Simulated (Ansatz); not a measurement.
## One molecule, several partners

H₂S beside different partners, each pair relaxed from a docking trial to one local arrangement, named by its closest contact against the van der Waals radii; a more strongly bound one may exist. Pairs that react, share a proton or have a doubtful reference are left out. Counterpoise interaction energies from the frozen fragments; negative means bound. Gas-phase electronic energies, without zero-point energy, by CCSD(T) at an estimated basis limit (MP2 extrapolated from triple and quadruple zeta, plus CCSD(T) − MP2 in triple zeta); Ansatz 0.2.0, def2-TZVPPD and QZVPPD, frozen cores, on PBE0-D4/def2-TZVP structures. Extrapolation: Hartree–Fock as exp(−7.88 √X), correlation as X^−2.97.

| partner | closest contact, atom of H₂S first (Å) | interaction energy (kcal/mol) |
| --- | --- | --- |
| HCl | S···H 2.35 | ? |
| C₂H₂ (SMILES C#C) | S···H 2.79 | -1.54 |
| H₂O | H···O 2.12 | -2.54 |
| HF | S···H 2.22 | -5.10 |
| SiH₄ | S···Si 3.74 | -1.18 |
| PH₃ | H···P 2.92 | -1.27 |

(1) What is the interaction energy with HCl? (An estimate is asked for; the value comes from the calculation.)

(2) Which of these pairs would not bind at these structures without electron correlation? (Judge from chemistry; the calculation decides.)

T1 diagnostic: at most 0.014.

For scale, one of the runs: CCSD(T)/def2-TZVPPD, 201 basis functions, launched by `ansatz run in.yaml --threads 2 --pin off --events-out ev --progress --plain --max-ram 5222MiB`. Hardware: 2 CPU threads of an Arm Neoverse V1, shared host. Wall time 30 s; peak host memory 2.2 GiB.

Answers

(1) Computed: -3.26 kcal/mol. It counts from the two fragments frozen as in the pair.

(2) By the calculation: PH₃, SiH₄: the Hartree–Fock interaction is repulsive at this distance, so correlation does the binding there; at its own, longer distance Hartree–Fock may still bind a polar pair.
